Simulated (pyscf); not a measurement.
H₃C–CH₂–ZnH + hydrogen fluoride (HF) → ethane (H₃C–CH₃) + F–ZnH (four-centre exchange; singlet surface; C–Zn, F–H broken, C–H, F–Zn formed). PySCF, gas phase, ωB97X-D3(BJ)/def2-SVP geometries. Rate constants from transition-state theory, ωB97M-D3(BJ)/def2-TZVP energies (ideal gas, 1 atm, RRHO with modes under 100 cm⁻¹ raised to 100, one conformer, R ln 2 for chiral ones without a mode under 150 cm⁻¹; no tunnelling), k in cm³ molecule⁻¹ s⁻¹.

| T (K) | 1000/T | log10 k |
|---|---|---|
| 298 | 3.354 | -17.87 |
| 600 | 1.667 | -15.19 |
| 900 | 1.111 | ? |
| 1200 | 0.833 | -13.54 |

Question: Fit an Arrhenius line to the three values, give the activation energy, and predict k at 900 K.

Answer: Least squares gives log10 k = -12.22 − 1.70 × 1000/T, so Ea = 1.70 × ln 10 × 1.987 = 7.8 kcal/mol, against an electronic barrier of 7.3. At 900 K the line gives -14.11; the computed value is -14.16 (ΔG‡ = 35.1 kcal/mol), close to the line. One saddle was located; it need not be the lowest between these sides. Elements up to Kr have no core potential and no relativistic terms here.
